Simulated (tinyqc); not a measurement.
Worked calculation: RKS/PBE0 in the sto-3g basis, for H2O, spin multiplicity 1. One step of it, computed by the program tinyqc.

Task: Iteration 2: DIIS coefficients. Solve [B -1; -1 0][c; lambda] = [0; -1] for the coefficients, which sum to one.

B (overlaps of the stored error matrices):
```
                1               2
1   2.0823415e-01  -3.3468637e-01
2  -3.3468637e-01   2.2696632e+00
```

Give: DIIS coefficients.

Result:

DIIS coefficients: 0.8275  0.1725
